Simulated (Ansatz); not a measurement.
Basis-set extrapolation for CH₅AlSi (`[CH2]1[AlH][SiH2]1`) (PBE0-D4/def2-TZVP geometry, frozen core, Ansatz 0.2.0). Multiplicity 1, RHF reference.

|  | def2-TZVPP | def2-QZVPP |
| --- | --- | --- |
| HF | -571.591712 | -571.609211 |
| MP2 correlation | -0.372575 | -0.397833 |
| CCSD(T) correlation | -0.431509 | not run |

Energies in hartree. Use E(X) = E(∞) + A·exp(−7.88·√X) for Hartree–Fock and E(X) = E(∞) + B·X^(−2.97) for correlation, with X = 3 and 4, and add CCSD(T) minus MP2 of the smaller set to the MP2 limit.

Task: What is the CCSD(T) energy at the basis-set limit?

Result: HF limit: -571.609211 + (-0.017499) × 0.13774 = -571.61162. MP2 limit: -0.397833 + (-0.025258) × 0.74074 = -0.41654. Higher-order term: -0.431509 − (-0.372575) = -0.05893. Total: -572.08709 hartree, 167.7 kJ/mol below CCSD(T)/def2-TZVPP.
